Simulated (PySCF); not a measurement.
Compound: C2HFN2O.
Bonds: F1–C2, C2–N3 (aromatic), N3–C4 (aromatic), C4–N5 (aromatic), N5–O6 (aromatic), C2–O6 (aromatic). Hydrogens: H7 on C4.

Method: PySCF 2.14.0, PBE0-D3(BJ)/def2-SVP geometry optimisation, gas phase; density fitting, grid level 1; the optimiser is geomeTRIC in internal coordinates, started from a GFN2-xTB structure with every atom displaced at random (about 0.01 Å).

Step 1: E = -9814.3249 eV
```
atom  x, y, z in Å  |  force x, y, z in eV/Å
F1      2.1273   -0.0851   -0.8011    0.726  -0.476   0.434
C2      0.9860   -0.0566   -0.2168   -0.289   0.635  -0.587
N3      0.1838   -1.0124    0.0623   -0.618  -0.064  -0.265
C4     -0.9735   -0.2926    0.2886    0.504  -0.135   0.291
N5     -0.8380    1.0004    0.2160   -0.062  -0.074   0.156
O6      0.4917    1.1598   -0.1015   -0.263   0.202  -0.131
H7     -1.9419   -0.7418    0.5015    0.003  -0.088   0.103
```

Step 2: E = -9814.4300 eV
```
atom  x, y, z in Å  |  force x, y, z in eV/Å
F1      2.1649   -0.1309   -0.7348    0.071   0.203   0.345
C2      0.9717   -0.0335   -0.2550    0.071  -0.015  -0.496
N3      0.1683   -1.0011   -0.0045   -0.391   0.202   0.071
C4     -0.9700   -0.2922    0.2935    0.180  -0.119   0.005
N5     -0.8474    1.0031    0.2335   -0.108  -0.006   0.159
O6      0.4719    1.1836   -0.1252    0.167  -0.261  -0.140
H7     -1.9239   -0.7572    0.5417    0.008  -0.004   0.057
```

Question: Estimate the geometry and energy of step 3. (The exact step hangs on the optimiser's Hessian estimate; all steps are aligned on step 2, rigid shifts and turns removed.)

Answer: E = -9814.4308 eV, largest force 0.723 eV/Å
```
atom  x, y, z in Å  |  force x, y, z in eV/Å
F1      2.2131   -0.0938   -0.6324   -0.206  -0.352  -0.212
C2      0.9595   -0.0525   -0.3336   -0.336   0.356   0.532
N3      0.1303   -1.0006   -0.0727    0.310  -0.336  -0.110
C4     -0.9804   -0.2918    0.2931    0.248  -0.046  -0.107
N5     -0.8361    1.0008    0.2596    0.081   0.127  -0.131
O6      0.4682    1.1598   -0.1694   -0.111   0.260   0.055
H7     -1.9194   -0.7502    0.6045    0.014  -0.009  -0.027
```

The energy changes by -0.0007 eV. The first-order estimate −F·Δx gives -0.1113 eV and the mean of the old and new forces, exact on a quadratic surface, -0.0012 eV. The step makes an angle of 48° with the force vector and moves no atom by more than 0.119 Å.

What follows is the cost of the whole optimisation. Hardware: one thread, Arm Neoverse V2 (aarch64), no GPU, shared host with 192 logical CPUs at a one-minute load of 134. Cost: 31 s wall, 0.38 GiB resident at most.
